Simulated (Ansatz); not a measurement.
Two shapes of singlet NH₄(+).

Shape 1:

```xyz
5

N     0.0328   -0.0172   -0.0336
H     0.5523    0.5992    0.6209
H     0.5778   -0.6318   -0.6233
H    -0.5615    0.5805   -0.5596
H    -0.5874   -0.5594    0.6294
```

Shape 2:

```xyz
5

N     0.0000    0.0000    0.0000
H     0.5469    0.5469    0.5469
H     0.5469   -0.5469   -0.5469
H    -0.5469    0.5469   -0.5469
H    -0.5469   -0.5469    0.5469
```

Basis set: def2-TZVP (spherical functions). Correlated methods keep 1 orbital frozen. Charge 1, multiplicity 1.

Computed with Ansatz (development build ahead of 0.2.0); each method stands on the lowest determinant of its kind that the runs found.

**Question.** Which shape is lower in energy, and by how much in each method?

**Answer.**

| method | E(2) − E(1) (eV) |
| --- | --- |
| RHF | 0.276 |
| RHF-MP2 | 0.456 |

Shape 1 is lower.
